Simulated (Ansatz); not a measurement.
Cost and result for the atomization energy of CH5FN2S (`NC(N)(F)S`) (10 atoms, 9 bonds).

```
atom   x (Å)   y (Å)   z (Å)
  N1  -0.557   0.788  -0.842
  C2  -0.154  -0.027   0.231
  N3   1.242  -0.202   0.241
  F4  -0.597   0.526   1.472
  S5  -1.030  -1.627   0.224
  H6  -0.076   1.680  -0.836
  H7  -1.556   0.939  -0.819
  H8   1.730   0.686   0.252
  H9   1.526  -0.757   1.036
 H10  -0.527  -2.007  -0.960
```

Charge 0, multiplicity 1. The structure was optimised at the PBE0-D4/def2-TZVP level. It is one conformer, not always the lowest. Program: Ansatz. All runs use 4 threads of an Intel Xeon 6975P-C on a shared host. Times are those of one run each, without the atoms' runs, and a repeat can differ threefold. Electronic energies, without spin–orbit coupling; frozen cores. CCSD(T)/CBS adds CCSD(T) − MP2 in def2-TZVPP to the MP2 limit, and its time is that of the two runs behind it. T1 = 0.011. HSE06 is the plane-wave form, built on full-range PBE exchange.

CCSD(T)/CBS is a level of theory with its own doubt, some kJ/mol a heavy atom from the limit and from the frozen cores, so smaller differences don't rank the functionals.

```tsv
level	functions	wall time
LDA (SPW92)/def2-TZVPP	236	0.65 s
PBE-D4/def2-TZVPP (with forces)	236	1.5 s
BHLYP-D4/def2-TZVPP	236	1.8 s
PBE0-D4/def2-TZVPP	236	1.9 s
r2SCAN-D4/def2-TZVPP (with forces)	236	2.1 s
HSE06-D4/def2-TZVPP	236	2.2 s
CCSD(T)/def2-SVP	99	2.7 s
r2SCANh-D4/def2-TZVPP	236	3.1 s
B97M-V/def2-TZVPP	236	3.4 s
ωB97X-V/def2-TZVPP	236	5.5 s
MP2/def2-QZVPP	448	13 s
CCSD(T)/def2-TZVPP	236	43 s
CCSD(T)/CBS(def2)	–	56 s
```

**Question.** What atomization energy does each give, and how far from CCSD(T)/CBS? (Best estimate.)

**Answer.** The calculation gave: 
```csv
level,atomization (kcal/mol),difference from CCSD(T)/CBS,per bond
LDA (SPW92)/def2-TZVPP,990.8,158.7,17.6
PBE-D4/def2-TZVPP (with forces),864.0,31.9,3.5
BHLYP-D4/def2-TZVPP,795.7,-36.4,-4.0
PBE0-D4/def2-TZVPP,836.5,4.4,0.5
r2SCAN-D4/def2-TZVPP (with forces),831.6,-0.5,-0.1
HSE06-D4/def2-TZVPP,837.3,5.2,0.6
CCSD(T)/def2-SVP,770.9,-61.2,-6.8
r2SCANh-D4/def2-TZVPP,823.2,-8.9,-1.0
B97M-V/def2-TZVPP,833.6,1.5,0.2
ωB97X-V/def2-TZVPP,839.4,7.3,0.8
MP2/def2-QZVPP,837.4,5.3,0.6
CCSD(T)/def2-TZVPP,802.5,-29.6,-3.3
CCSD(T)/CBS(def2),832.1,0.0,0.0
```

Leaving LDA and LC-ωPBE aside and taking each functional with its dispersion term where it has one, the values spread over 68.2 kcal/mol, from BHLYP-D4 to PBE-D4. LDA lies +131.7 kcal/mol from PBE without D4, its usual overbinding. From r2SCAN to r2SCAN0 (25 % exact exchange), in def2-TZVPP and without D4, the atomization energy moves by −20.7 kcal/mol: exact exchange takes away binding that semilocal exchange gives to molecules. In def2-TZVPP, CCSD(T) changes the Hartree–Fock value by +266.4 kcal/mol (the triples alone add +17.1 kcal/mol) and MP2 by +283.8 kcal/mol; breaking electron pairs costs correlation energy, which Hartree–Fock lacks.
